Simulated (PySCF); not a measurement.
Computed with PySCF and rigid-rotor harmonic-oscillator thermochemistry at 1 bar. 'Table' is the NASA 1993 thermochemical table (part measured, part estimated). 6-31G* has spherical d functions here. Open shells (unrestricted): CH2OH (multiplicity 2). No R ln 2 is added for the mirror-image form of CH2OH. The harmonic model lacks anharmonicity and excited electronic states, which grow with temperature; levels with a mode under 35 cm⁻¹ are left out. Internal rotation in CH2OH is treated as a harmonic vibration of one conformer, which makes the entropy rough. The table's entry may be an old estimate for CH2OH (not checked at source).

Harmonic frequencies at HF/6-31G* (cm⁻¹): 412, 857, 1156, 1288, 1482, 1628, 3287, 3425, 4108. Point group C1; S°(298 K) = 238.8 J/mol/K at this level.

Problem. Work out Cp and S° of gaseous CH2OH at 500, 800, 1200, 1600, 2000 K from these, and set them beside the table.

Solution. 
```json
[
 {"T (K)": "500", "Cp HF/6-31G*": "56.3", "Cp table": "59.1", "S° HF/6-31G*": "264.5", "S° table": "271.5"},
 {"T (K)": "800", "Cp HF/6-31G*": "70.1", "Cp table": "71.3", "S° HF/6-31G*": "294.2", "S° table": "302.2"},
 {"T (K)": "1200", "Cp HF/6-31G*": "82.0", "Cp table": "82.0", "S° HF/6-31G*": "325.0", "S° table": "333.3"},
 {"T (K)": "1600", "Cp HF/6-31G*": "89.8", "Cp table": "89.0", "S° HF/6-31G*": "349.7", "S° table": "357.9"},
 {"T (K)": "2000", "Cp HF/6-31G*": "94.8", "Cp table": "93.6", "S° HF/6-31G*": "370.3", "S° table": "378.3"}
]
```
Units J/mol/K.
